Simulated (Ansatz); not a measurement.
How methods differ on SiH3F (SiFH3)

The species is SiH3F (5 atoms), meant as a singlet with charge 0. SMILES: `[H][Si]([H])([H])F`. The shape is that of a GFN2-xTB optimisation.

| atom | x (Å) | y (Å) | z (Å) |
| --- | --- | --- | --- |
| Si | -0.0007 | 0.0012 | -0.0936 |
| F | 0.0109 | -0.0191 | 1.5120 |
| H | 1.4003 | 0.0110 | -0.4822 |
| H | -0.7093 | 1.2189 | -0.4534 |
| H | -0.7012 | -1.2120 | -0.4828 |

Quantity: the energy change with the Si1–H5 bond stretched from 1.454 to 1.818 Å, in eV. The values are calculated.

```json
{"level": "BLYP/STO-3G (restricted)", "kind": "GGA", "program": "Ansatz", "value (eV)": "0.89", "CPU time (all runs)": "1.8 s"}
{"level": "PBE/STO-3G (restricted)", "kind": "GGA", "program": "Ansatz", "value (eV)": "?", "CPU time (all runs)": "1.8 s"}
{"level": "revPBE/STO-3G (restricted)", "kind": "GGA", "program": "Ansatz", "value (eV)": "?", "CPU time (all runs)": "1.8 s"}
{"level": "BHLYP/STO-3G (restricted)", "kind": "global hybrid", "program": "Ansatz", "value (eV)": "1.25", "CPU time (all runs)": "1.6 s"}
{"level": "r2SCAN0/STO-3G (restricted)", "kind": "hybrid meta-GGA", "program": "Ansatz", "value (eV)": "1.16", "CPU time (all runs)": "4.2 s"}
{"level": "wB97M-V/STO-3G (restricted)", "kind": "range-separated hybrid", "program": "Ansatz", "value (eV)": "1.14", "CPU time (all runs)": "29 s"}
{"level": "BCCD(T)/STO-3G (restricted)", "kind": "coupled cluster or CI", "program": "Ansatz", "value (eV)": "1.06", "CPU time (all runs)": "0.3 s"}
{"level": "CCSDT/STO-3G (restricted)", "kind": "coupled cluster or CI", "program": "Ansatz", "value (eV)": "1.05", "CPU time (all runs)": "0.37 s"}
{"level": "FCI/STO-3G", "kind": "exact in the basis", "program": "Ansatz", "value (eV)": "1.05", "CPU time (all runs)": "1.1 s"}
```

Estimate the missing values from the other rows.

As computed at these levels: PBE/STO-3G (restricted): 0.91 eV; revPBE/STO-3G (restricted): 0.88 eV. The first shape isn't each level's own minimum. The values span 0.88 to 1.25 eV. All rows use very small basis sets, so even the best lies far from the true value. Times are those of the runs behind each value, whatever else they computed, on shared processors of several kinds: orders of magnitude only.
